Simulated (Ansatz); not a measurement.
# AlNH₃ (quartet): from Hartree-Fock to the top rungs at distance Al1–H4 along a hydrogen transfer = 2.023 Å, cc-pVDZ

An exercise on one series of results from a longer session: the logs are not shown, and one member is left open.

Computed with Ansatz 0.2.0, Gaussian basis. Level: cc-pVDZ, core rule «outside noble gas», up to 6 orbitals frozen.

The runs, in order: UHF; CCSD(T) on ROHF; CCSD(T) on UHF; BCCD(T) on ROHF; CISD; CCSDT(Q) on ROHF; CCSDT(Q) on UHF; CASSCF and MRCISD+Q, 5 electrons in 5 orbitals; CASSCF and NEVPT2, 5 electrons in 5 orbitals.

13 further runs of the same task are left out: 9 for a known fault of the program, 4 that didn't finish.

**The geometry**

The geometry derives from fragments relaxed apart (PBE0/def2-TZVP) and kept rigid, so it is no stationary point. A hydrogen atom is moved between rigid fragments.

5 atoms, charge 0, spin multiplicity 4.

Atoms are counted from 1 here; the program's logs count them from 0.

Bond lengths: Al1–H2 1.586 Å, Al1–H3 1.586 Å. Angles: H2–Al1–H3 120.0°.

Set-up of the first run:

in.yaml reads:

```yaml
crystal:
  periodic: [false, false, false]
  atoms:
    - {symbol: Al, position_ang: [-1.089187, 0.000000, 0.000000]}
    - {symbol: H, position_ang: [-1.882110, 1.373384, 0.000000]}
    - {symbol: H, position_ang: [-1.882110, -1.373384, 0.000000]}
    - {symbol: H, position_ang: [0.933813, 0.000000, 0.000000]}
    - {symbol: N, position_ang: [2.301813, 0.000000, 0.000000]}
basis:
  gaussian: {orbitals: cc-pVDZ}
magnetization: {spin_polarized: true, initial_magnetization: 3}
hamiltonian: {xc: hf}
output: {orbitals: {seedname: orbitals}}
```

Command:

```console
$ ansatz run in.yaml --threads 1 --pin off --events-out ev --progress --plain --max-ram 2393MiB
```

Among the steps run: UHF; CCSD(T) on ROHF; CCSD(T) on UHF; BCCD(T) on ROHF; CISD; CCSDT(Q) on ROHF; CCSDT(Q) on UHF; CASSCF and MRCISD+Q, 5 electrons in 5 orbitals; CASSCF and NEVPT2, 5 electrons in 5 orbitals.

One of the session's tables, all rows but one given; the rest of the session is left out.

```
       method  from UCCSDT(Q) (kcal/mol)
         ROHF                    +143.20
          UHF                    +131.82
         RMP2                     +30.35
         UMP2                     +30.49
         CISD                     +13.33
        RCCSD                      +3.34
        UCCSD                      +3.09
     RCCSD(T)                      +0.83
     UCCSD(T)                      +0.80
      BCCD(T)                      +0.81
       RCCSDT                      +0.19
       UCCSDT                      +0.13
    RCCSDT(Q)                      +0.04
    UCCSDT(Q)                          0
  CASSCF pair                          ?
  NEVPT2 pair                     +26.27
  MRCISD pair                      +9.75
MRCISD+Q pair                      +0.48
```

Q: Estimate the row for CASSCF pair from the others.

**Answer.** from UCCSDT(Q) (kcal/mol): +120.98. In the column «from UCCSDT(Q) (kcal/mol)» it lies between UMP2 (+30.49) and UHF (+131.82).

To keep in mind: Restricted and unrestricted rows rest on different reference determinants; where their highest levels disagree by more than a few hundredths of an eV, they describe different states and don't form one ladder.
